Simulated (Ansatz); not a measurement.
Ansatz (a program for electronic structure) input (CCSDT/cc-pVDZ):

Ansatz 0.2 input:
```yaml
crystal:
  periodic: [false, false, false]
  atoms:
    - {symbol: F, position_ang: [0.00000000, 0.00000000, 0.00000000]}
basis:
  gaussian:
    orbitals: cc-pVDZ
total_charge: -1
magnetization: {spin_polarized: false}
correlation: {method: ccsdt, electrons: outside_noble_gas}
scf: {lower_state_search: full}
```

End of the output:

```
mean field evaluation 8: about -2703.8862 eV, gradient 2.0e-5 eV
mean field evaluation 16: about -2703.8862 eV, gradient 3.5e-3 eV
mean field -2703.88615852 eV, -99.3659835657 hartree, gradient 7.5e-7 eV, S^2 0.000000; 1 other end points of the search recorded, 0 dependent functions left out
1 core orbitals not correlated
reference -2703.88615852 eV, -99.3659835657 hartree; 4, 4 occupied and 9, 9 virtual orbitals, 92 factors
second order -5.13231775 eV of doubles, -0.00000000 eV of singles
coupled cluster: 0.04 GiB planned
cycle   1  -5.16492918 eV  change   -3.3e-2 eV  update   2.0e-2
cycle   2  -5.23028782 eV  change   -6.5e-2 eV  update   5.8e-3
cycle   3  -5.23820757 eV  change   -7.9e-3 eV  update   1.6e-3
cycle   4  -5.23760633 eV  change    6.0e-4 eV  update   2.8e-4
cycle   5  -5.23782492 eV  change   -2.2e-4 eV  update   4.5e-5
cycle   6  -5.23784371 eV  change   -1.9e-5 eV  update   5.3e-6
cycle   7  -5.23784277 eV  change    9.4e-7 eV  update   6.0e-7
Total energy: -2709.12400129 eV, -99.5584707370 hartree
```
